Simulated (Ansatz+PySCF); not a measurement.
Results of a calculation; reference values are marked as such.
## Ansatz (development build ahead of 0.2.0) run

```yaml
crystal:
  periodic: [false, false, false]
  atoms:
    - { symbol: Si, position_ang: [0.0, 0.0, 0.0] }
    - { symbol: Si, position_ang: [1.12175, 1.49567, 3.23823] }
basis:
  gaussian: { orbitals: STO-3G }
magnetization:
  initial_magnetization: 2
hamiltonian:
  xc: hf
correlation:
  method: fci
  frozen_orbitals: { Si: 5 }
```

The input is written out in the form of the current development build from the run's settings.

Output:

```json
{"Converged": "yes", "Total energy": "-570.96199 hartree", "State": "lowest triplet root, of any spatial symmetry"}
```
